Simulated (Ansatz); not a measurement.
in.yaml

```yaml
crystal:
  periodic: [false, false, false]
  atoms:
    - {symbol: Si, position_ang: [0.000000, 0.000000, -4.858935]}
    - {symbol: Al, position_ang: [0.000000, 0.000000, 1.632065]}
    - {symbol: H, position_ang: [0.000000, 0.000000, 3.226871]}
basis:
  gaussian: {orbitals: cc-pVDZ}
correlation: {method: sc_nevpt2, electrons: outside_noble_gas, active_space: {window: {electrons: 2, orbitals: 2}}}
```

```sh
$ ansatz run in.yaml --threads 1 --pin off --events-out ev --progress --plain --max-ram 3498MiB --backend cpu
```

**Question.** Roughly how long does this take on 1 thread of AMD EPYC 7R13, shared host, and how much host memory?

**Answer.** 1.1 s wall and 0.11 GiB.

```
409 factors; integrals over basis functions are off by at most 1.1e-3 eV
mean field evaluation 1: about -14455.3886 eV, gradient 7.1e0 eV
mean field evaluation 2: about -14455.3895 eV, gradient 7.1e0 eV
mean field evaluation 4: about -14455.7543 eV, gradient 3.5e-1 eV
mean field evaluation 8: about -14455.7549 eV, gradient 1.2e-4 eV
mean field evaluation 16: about -14455.7727 eV, gradient 2.4e-1 eV
mean field evaluation 32: about -14455.7543 eV, gradient 2.6e-1 eV
mean field evaluation 64: about -14455.7892 eV, gradient 6.4e-2 eV
mean field -14455.78969429 eV, -531.2404727792 hartree, gradient 8.6e-7 eV, S^2 0.000000; 9 other end points of the search recorded, 0 dependent functions left out; unrestricted orbitals would lower it
reference -14455.78969429 eV, -531.2404727792 hartree; 14, 14 occupied and 27, 27 virtual orbitals, 409 factors
state -14456.32429245 eV, -531.2601188990 hartree
state -14456.32429245 eV, -531.2601188990 hartree; corrected -14459.20950137 eV, -531.3661483712 hartree
Total energy: -14459.20950137 eV, -531.3661483712 hartree
```

For the same geometry and basis full CI lies 1109.1 meV lower.
